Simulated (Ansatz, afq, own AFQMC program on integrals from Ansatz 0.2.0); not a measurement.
SiH$_{3}$O, doublet in def2-TZVP, levels against CCSDT(Q)

```xyz
5

O     0.6468   -1.0515    0.4119
Si   -0.0331    0.3486   -0.1964
H     0.0605   -1.6294    0.9099
H     1.0765    1.0783   -0.8809
H    -0.6189    1.2103    0.8904
```

Connectivity, by distances: OH–SiH2.

Basis def2-TZVP. Only valence electrons are correlated. AFQMC by an in-house program on the Cholesky factors that Ansatz 0.2.0 writes for its CCSD(T) run. ph-AFQMC/CISD is guided by a CISD state made of CCSD amplitudes; releasing the constraint for a short imaginary time cuts its bias at the price of noise, slowly where states lie close. Uncertainties: one standard error, sampling alone.

Determinant: UHF, the one that the program's search chose, which needn't be the lowest solution. The geometry is a PBE0/def2-SVP stationary point of this or a neighbouring charge and spin state.

No full CI on the walks' own integrals is used here; CCSDT(Q) serves as the reference and is uncertain by about the last step of the cluster series.

```
T1 diagnostic                               : 0.0152
weight of the determinant in the CISD state : 0.885
⟨S²⟩ of the determinant                     : 0.754
size of the correlated space                : 13 electrons in 80 orbitals
```

```
  level  correlation energy (eV)
    MP2                  -9.2662
   CCSD                  -9.8607
CCSD(T)                 -10.1788
```

**Question.** Estimate where AFQMC with the constraint released lies against CCSD(T) on the same integrals.

**Answer.** 2.2 ± 1.0 kJ/mol below CCSD(T).

Reference: CCSDT(Q), correlation energy -10.213 eV. The released energy is read at 2.40 1/Eh (meV from the phaseless value at times in 1/Eh: -6 ± 4 at 0.24, -6 ± 5 at 0.51, -4 ± 5 at 0.99, -14 ± 8 at 1.62, 6 ± 10 at 2.40).

```json
{"level": "CCSD(T)", "E − E(reference) (kJ/mol)": "3.3", "share of correlation (%)": "99.67"}
{"level": "CCSDT", "E − E(reference) (kJ/mol)": "1.5", "share of correlation (%)": "99.84"}
{"level": "ph-AFQMC/CISD", "E − E(reference) (kJ/mol)": "0.5 ± 0.5", "share of correlation (%)": "99.95"}
{"level": "released AFQMC", "E − E(reference) (kJ/mol)": "1.1 ± 1.0", "share of correlation (%)": "99.89"}
```

Released energies are given only where the last usable release times agree within the noise; a slower fall can still hide under it.
